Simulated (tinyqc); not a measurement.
UKS/LDA (VWN5) in the sto-3g basis, for H2O, spin multiplicity 3, step by step. One step of it, computed by the program tinyqc.

Question. Iteration 1: diagonalisation and new density. Diagonalise F' = X^T F X, C = X C', fill 6 alpha and 4 beta electrons from the bottom; D(s) = C_occ C_occ^T; the new density keeps 0.2 of the old one (damping). Each column has its largest component positive (the first on a tie).

F(alpha) (hartree):
```
             1O 1s      1O 2s    1O 2px     1O 2py     1O 2pz      2H 1s      3H 1s
1O 1s   -17.501544  -4.593670  0.000000   0.000000  -0.005376  -0.596408  -0.596408
1O 2s    -4.593670  -1.559633  0.000000   0.000000  -0.108248  -0.431161  -0.431161
1O 2px    0.000000   0.000000  0.212121   0.000000   0.000000   0.000000   0.000000
1O 2py    0.000000   0.000000  0.000000   0.233055   0.000000  -0.145365   0.145365
1O 2pz   -0.005376  -0.108248  0.000000   0.000000   0.246713  -0.159509  -0.159509
2H 1s    -0.596408  -0.431161  0.000000  -0.145365  -0.159509  -0.315635  -0.153039
3H 1s    -0.596408  -0.431161  0.000000   0.145365  -0.159509  -0.153039  -0.315635
```

F(beta) (hartree):
```
             1O 1s      1O 2s    1O 2px     1O 2py     1O 2pz      2H 1s      3H 1s
1O 1s   -17.483688  -4.581252  0.000000   0.000000  -0.005116  -0.594904  -0.594904
1O 2s    -4.581252  -1.495271  0.000000   0.000000  -0.102662  -0.405843  -0.405843
1O 2px    0.000000   0.000000  0.324304   0.000000   0.000000   0.000000   0.000000
1O 2py    0.000000   0.000000  0.000000   0.273734   0.000000  -0.126453   0.126453
1O 2pz   -0.005116  -0.102662  0.000000   0.000000   0.287254  -0.140211  -0.140211
2H 1s    -0.594904  -0.405843  0.000000  -0.126453  -0.140211  -0.165730  -0.137825
3H 1s    -0.594904  -0.405843  0.000000   0.126453  -0.140211  -0.137825  -0.165730
```

X:
```
                1          2          3         4          5          6         7
1O 1s   -0.378927   0.000000   0.710232  0.000000   0.617430   0.000000  0.190019
1O 2s    0.963177   0.000000  -0.305943  0.000000   0.334141   0.000000  0.446210
1O 2px   0.000000   0.000000   0.000000  1.000000   0.000000   0.000000  0.000000
1O 2py   0.000000   0.796379   0.000000  0.000000   0.000000   0.710133  0.000000
1O 2pz   0.480219   0.000000   0.676606  0.000000  -0.593685   0.000000  0.232327
2H 1s   -0.600164  -0.731365  -0.199017  0.000000  -0.164307   0.386630  0.391013
3H 1s   -0.600164   0.731365  -0.199017  0.000000  -0.164307  -0.386630  0.391013
```

D(alpha) at the start:
```
            1O 1s      1O 2s    1O 2px     1O 2py     1O 2pz      2H 1s      3H 1s
1O 1s    1.065343  -0.291167  0.000000   0.000000  -0.023833   0.058922   0.058922
1O 2s   -0.291167   1.332066  0.000000   0.000000   0.160825  -0.397604  -0.397604
1O 2px   0.000000   0.000000  1.000000   0.000000   0.000000   0.000000   0.000000
1O 2py   0.000000   0.000000  0.000000   1.083892   0.000000  -0.116318   0.116318
1O 2pz  -0.023833   0.160825  0.000000   0.000000   1.094842  -0.234477  -0.234477
2H 1s    0.058922  -0.397604  0.000000  -0.116318  -0.234477   0.592175   0.567210
3H 1s    0.058922  -0.397604  0.000000   0.116318  -0.234477   0.567210   0.592175
```

D(beta) at the start:
```
            1O 1s      1O 2s    1O 2px     1O 2py     1O 2pz      2H 1s      3H 1s
1O 1s    1.063603  -0.275582  0.000000   0.000000  -0.015817   0.027652   0.027652
1O 2s   -0.275582   1.192518  0.000000   0.000000   0.089051  -0.117622  -0.117622
1O 2px   0.000000   0.000000  0.000000   0.000000   0.000000   0.000000   0.000000
1O 2py   0.000000   0.000000  0.000000   1.083892   0.000000  -0.116318   0.116318
1O 2pz  -0.015817   0.089051  0.000000   0.000000   1.057927  -0.090473  -0.090473
2H 1s    0.027652  -0.117622  0.000000  -0.116318  -0.090473   0.030433   0.005467
3H 1s    0.027652  -0.117622  0.000000   0.116318  -0.090473   0.005467   0.030433
```

overlap S:
```
           1O 1s     1O 2s    1O 2px     1O 2py    1O 2pz     2H 1s      3H 1s
1O 1s   1.000000  0.236704  0.000000   0.000000  0.000000  0.030354   0.030354
1O 2s   0.236704  1.000000  0.000000   0.000000  0.000000  0.330914   0.330914
1O 2px  0.000000  0.000000  1.000000   0.000000  0.000000  0.000000   0.000000
1O 2py  0.000000  0.000000  0.000000   1.000000  0.000000  0.224938  -0.224938
1O 2pz  0.000000  0.000000  0.000000   0.000000  1.000000  0.202242   0.202242
2H 1s   0.030354  0.330914  0.000000   0.224938  0.202242  1.000000   0.168215
3H 1s   0.030354  0.330914  0.000000  -0.224938  0.202242  0.168215   1.000000
```

Give: F' = X^T F X; orbital energies; coefficients C; F' = X^T F X; orbital energies; coefficients C; D(alpha) after iteration 1; D(beta) after iteration 1.

Answer.

F' = X^T F X (alpha) (hartree):
```
         1       2        3       4        5        6        7
1  -0.3473  0.0000   1.9933  0.0000   1.9101   0.0000   0.9294
2   0.0000  0.3125   0.0000  0.0000   0.0000   0.2852   0.0000
3   1.9933  0.0000  -6.5444  0.0000  -7.6141   0.0000  -3.4287
4   0.0000  0.0000   0.0000  0.2121   0.0000   0.0000   0.0000
5   1.9101  0.0000  -7.6141  0.0000  -8.3585   0.0000  -4.0108
6   0.0000  0.2852   0.0000  0.0000   0.0000  -0.0907   0.0000
7   0.9294  0.0000  -3.4287  0.0000  -4.0108   0.0000  -2.4105
```

orbital energies (alpha) (hartree): MO1 -17.5151, MO2 -0.5302, MO3 -0.2384, MO4 -0.0244, MO5 0.2121, MO6 0.4090, MO7 0.4602

coefficients C (alpha):
```
            MO1      MO2      MO3      MO4     MO5      MO6      MO7
1O 1s    0.9924  -0.1847   0.0000  -0.2090  0.0000  -0.0512   0.0000
1O 2s    0.0317   0.6067   0.0000   0.9345  0.0000   0.2994   0.0000
1O 2px   0.0000   0.0000   0.0000   0.0000  1.0000   0.0000   0.0000
1O 2py   0.0000   0.0000   0.2645   0.0000  0.0000   0.0000   1.0337
1O 2pz   0.0027   0.1323   0.0000  -0.2376  0.0000   1.0104   0.0000
2H 1s   -0.0058   0.3643   0.6796  -0.5320  0.0000  -0.4049  -0.4717
3H 1s   -0.0058   0.3643  -0.6796  -0.5320  0.0000  -0.4049   0.4717
```

F' = X^T F X (beta) (hartree):
```
         1       2        3       4        5        6        7
1  -0.2402  0.0000   2.0141  0.0000   1.9429   0.0000   0.8920
2   0.0000  0.4384   0.0000  0.0000   0.0000   0.2241   0.0000
3   2.0141  0.0000  -6.5103  0.0000  -7.6167   0.0000  -3.4512
4   0.0000  0.0000   0.0000  0.3243   0.0000   0.0000   0.0000
5   1.9429  0.0000  -7.6167  0.0000  -8.3172   0.0000  -4.0296
6   0.0000  0.2241   0.0000  0.0000   0.0000  -0.0092   0.0000
7   0.8920  0.0000  -3.4512  0.0000  -4.0296   0.0000  -2.3159
```

orbital energies (beta) (hartree): MO1 -17.4967, MO2 -0.4406, MO3 -0.1021, MO4 0.0795, MO5 0.3243, MO6 0.4743, MO7 0.5313

coefficients C (beta):
```
            MO1      MO2      MO3      MO4     MO5      MO6      MO7
1O 1s    0.9926  -0.1994   0.0000  -0.1894  0.0000  -0.0665   0.0000
1O 2s    0.0311   0.6765   0.0000   0.8562  0.0000   0.3748   0.0000
1O 2px   0.0000   0.0000   0.0000   0.0000  1.0000   0.0000   0.0000
1O 2py   0.0000   0.0000   0.3510   0.0000  0.0000   0.0000   1.0076
1O 2pz   0.0026   0.1386   0.0000  -0.3492  0.0000   0.9766   0.0000
2H 1s   -0.0056   0.3173   0.6373  -0.5102  0.0000  -0.4676  -0.5275
3H 1s   -0.0056   0.3173  -0.6373  -0.5102  0.0000  -0.4676   0.5275
```

D(alpha) after iteration 1:
```
          1O 1s    1O 2s  1O 2px   1O 2py   1O 2pz    2H 1s    3H 1s
1O 1s    1.0653  -0.2912  0.0000   0.0000  -0.0238   0.0589   0.0589
1O 2s   -0.2912   1.3321  0.0000   0.0000   0.1608  -0.3976  -0.3976
1O 2px   0.0000   0.0000  1.0000   0.0000   0.0000   0.0000   0.0000
1O 2py   0.0000   0.0000  0.0000   0.2727   0.0000   0.1205  -0.1205
1O 2pz  -0.0238   0.1608  0.0000   0.0000   1.0948  -0.2345  -0.2345
2H 1s    0.0589  -0.3976  0.0000   0.1205  -0.2345   0.9517   0.2077
3H 1s    0.0589  -0.3976  0.0000  -0.1205  -0.2345   0.2077   0.9517
```

D(beta) after iteration 1:
```
          1O 1s    1O 2s  1O 2px   1O 2py   1O 2pz    2H 1s    3H 1s
1O 1s    1.0615  -0.2681  0.0000   0.0000   0.0297   0.0278   0.0278
1O 2s   -0.2681   1.1918  0.0000   0.0000  -0.1463  -0.2014  -0.2014
1O 2px   0.0000   0.0000  0.0000   0.0000   0.0000   0.0000   0.0000
1O 2py   0.0000   0.0000  0.0000   0.3153   0.0000   0.1557  -0.1557
1O 2pz   0.0297  -0.1463  0.0000   0.0000   0.3245   0.1596   0.1596
2H 1s    0.0278  -0.2014  0.0000   0.1557   0.1596   0.6198  -0.0349
3H 1s    0.0278  -0.2014  0.0000  -0.1557   0.1596  -0.0349   0.6198
```
